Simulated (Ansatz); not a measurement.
Born–Oppenheimer molecular dynamics of BFH₂O (5 atoms, charge 0, multiplicity 1). It starts from a relaxed structure.

Level of theory: RKS B3LYP-D4/6-31G* in Ansatz.

```json
{
  "ensemble": "NVE (velocity Verlet)",
  "time step": "0.5 fs",
  "steps asked": "150",
  "starting velocities drawn for": "300 K",
  "seed": "330742"
}
```

Frames 0.5 fs apart, positions in Å, forces in eV/Å.

Velocities at 35 fs (Å/ps):

```
B -4.02 1.75 3.02
F 1.77 -0.15 0.26
H 0.60 -9.25 -6.43
O 1.75 -0.51 -1.76
H -18.53 1.45 -2.88
```

```xyz
5
Properties=species:S:1:pos:R:3:forces:R:3 time_fs=35 energy_less_start_eV=0.067 T=128
B 0.033 -0.053 -0.067 -1.60 -0.54 0.78
F -0.068 -0.143 1.288 0.20 0.17 -0.99
H 1.057 0.246 -0.571 0.13 0.00 -0.12
O -1.078 -0.332 -0.831 1.49 0.52 -0.23
H -1.915 -0.461 -0.383 -0.22 -0.15 0.56
5
Properties=species:S:1:pos:R:3:forces:R:3 time_fs=35.5 energy_less_start_eV=0.062 T=142
B 0.030 -0.052 -0.066 -1.48 -0.55 0.70
F -0.067 -0.143 1.288 0.18 0.18 -0.94
H 1.058 0.242 -0.575 0.07 -0.01 -0.08
O -1.077 -0.332 -0.832 1.03 0.46 -0.03
H -1.925 -0.461 -0.384 0.20 -0.09 0.35
5
Properties=species:S:1:pos:R:3:forces:R:3 time_fs=36 energy_less_start_eV=0.060 T=147
B 0.028 -0.051 -0.064 -1.32 -0.55 0.60
F -0.066 -0.143 1.288 0.16 0.19 -0.88
H 1.058 0.237 -0.578 -0.01 -0.01 -0.03
O -1.076 -0.332 -0.833 0.58 0.40 0.16
H -1.934 -0.461 -0.383 0.59 -0.03 0.15
5
Properties=species:S:1:pos:R:3:forces:R:3 time_fs=36.5 energy_less_start_eV=0.061 T=144
B 0.025 -0.051 -0.062 -1.15 -0.54 0.48
F -0.065 -0.143 1.288 0.13 0.20 -0.81
H 1.059 0.233 -0.582 -0.09 -0.02 0.03
O -1.075 -0.332 -0.834 0.18 0.35 0.32
H -1.942 -0.460 -0.383 0.92 0.02 -0.02
5
Properties=species:S:1:pos:R:3:forces:R:3 time_fs=37 energy_less_start_eV=0.063 T=140
B 0.022 -0.051 -0.060 -0.95 -0.53 0.36
F -0.064 -0.143 1.288 0.11 0.20 -0.73
H 1.060 0.228 -0.585 -0.17 -0.03 0.08
O -1.073 -0.332 -0.834 -0.14 0.30 0.43
H -1.947 -0.460 -0.383 1.16 0.06 -0.15
5
Properties=species:S:1:pos:R:3:forces:R:3 time_fs=37.5 energy_less_start_eV=0.063 T=139
B 0.019 -0.050 -0.058 -0.75 -0.52 0.23
F -0.063 -0.143 1.288 0.07 0.20 -0.65
H 1.059 0.223 -0.589 -0.24 -0.03 0.14
O -1.072 -0.332 -0.835 -0.37 0.28 0.50
H -1.950 -0.459 -0.383 1.28 0.07 -0.23
5
Properties=species:S:1:pos:R:3:forces:R:3 time_fs=38 energy_less_start_eV=0.061 T=145
B 0.015 -0.050 -0.056 -0.55 -0.50 0.10
F -0.062 -0.143 1.287 0.04 0.20 -0.55
H 1.059 0.218 -0.592 -0.30 -0.03 0.19
O -1.071 -0.332 -0.836 -0.48 0.26 0.51
H -1.949 -0.459 -0.383 1.29 0.07 -0.25
5
Properties=species:S:1:pos:R:3:forces:R:3 time_fs=38.5 energy_less_start_eV=0.055 T=160
B 0.012 -0.050 -0.054 -0.34 -0.49 -0.03
F -0.061 -0.143 1.287 0.00 0.20 -0.45
H 1.058 0.213 -0.594 -0.35 -0.03 0.23
O -1.070 -0.332 -0.836 -0.49 0.26 0.47
H -1.946 -0.458 -0.384 1.18 0.05 -0.22
5
Properties=species:S:1:pos:R:3:forces:R:3 time_fs=39 energy_less_start_eV=0.047 T=179
B 0.008 -0.050 -0.052 -0.15 -0.47 -0.16
F -0.060 -0.142 1.286 -0.03 0.19 -0.35
H 1.055 0.208 -0.596 -0.38 -0.02 0.26
O -1.069 -0.332 -0.837 -0.40 0.28 0.39
H -1.940 -0.457 -0.386 0.96 0.02 -0.14
5
Properties=species:S:1:pos:R:3:forces:R:3 time_fs=39.5 energy_less_start_eV=0.040 T=198
B 0.004 -0.050 -0.049 0.03 -0.46 -0.29
F -0.059 -0.142 1.286 -0.08 0.19 -0.24
H 1.052 0.203 -0.598 -0.38 -0.01 0.28
O -1.068 -0.332 -0.837 -0.21 0.30 0.25
H -1.931 -0.456 -0.388 0.64 -0.03 -0.01
5
Properties=species:S:1:pos:R:3:forces:R:3 time_fs=40 energy_less_start_eV=0.035 T=209
B 0.001 -0.050 -0.047 0.20 -0.44 -0.40
F -0.058 -0.142 1.285 -0.12 0.18 -0.13
H 1.048 0.198 -0.599 -0.37 0.01 0.29
O -1.067 -0.332 -0.838 0.05 0.34 0.09
H -1.921 -0.455 -0.390 0.24 -0.09 0.15
5
Properties=species:S:1:pos:R:3:forces:R:3 time_fs=40.5 energy_less_start_eV=0.036 T=209
B -0.003 -0.051 -0.045 0.35 -0.43 -0.50
F -0.057 -0.142 1.284 -0.16 0.17 -0.02
H 1.044 0.193 -0.599 -0.33 0.03 0.29
O -1.066 -0.331 -0.838 0.33 0.38 -0.11
H -1.910 -0.454 -0.392 -0.20 -0.15 0.34
```

Of the whole run (75 fs, mean temperature of the second half 151 K): The conserved energy stayed within 0.17 meV per atom of its start (net change 0.073 meV per atom), so the integration is sound. Over the second half the temperature averaged 0.50 of the 300 K drawn at the start: a run that starts near a minimum puts about half its kinetic energy into the potential. A run of 0.075 ps of so small a system gives no equilibrium averages.

Run time: 2.2 min on 1 thread of Arm Neoverse V1, on a shared host, peak memory 0.087 GiB.
